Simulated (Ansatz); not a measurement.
Born–Oppenheimer molecular dynamics of CH2LiN (5 atoms, charge 0, multiplicity 1). It starts from a relaxed structure.

Level of theory: RKS r2SCAN/def2-SVP (Ansatz 0.2.0).

```yaml
ensemble: NVT, Nosé–Hoover chain
time_step: 0.5 fs
steps_asked: 150
set_temperature: 200 K
thermostat: time constant 100 fs, chain length 1
seed: 716779
```

First frame:

```xyz
5
Properties=species:S:1:pos:R:3
Li -2.242 0.394 -0.669
N -0.626 0.110 -0.187
C 0.555 -0.098 0.166
H 0.988 -1.120 0.369
H 1.325 0.713 0.321
```

How far do the bonds stretch over the last three quarters of this one trajectory? (Pairs bonded in most of those frames.)


```tsv
bond	mean (Å)	spread (Å)	shortest	longest
Li1–N2	1.709	0.017	1.68	1.74
N2–C3	1.251	0.004	1.24	1.26
C3–H4	1.131	0.015	1.11	1.16
C3–H5	1.129	0.023	1.10	1.17
```

Mean temperature of the second half: 95 K. The conserved energy stayed within 0.091 meV per atom of its start (net change 0.052 meV per atom), so the integration is sound. The mean temperature of the second half is 52 % below the set value. A run of 0.075 ps of so small a system gives no equilibrium averages.

The run took 3.9 min on 1 thread of Arm Neoverse V2, on a shared host, peak memory 0.1 GiB.
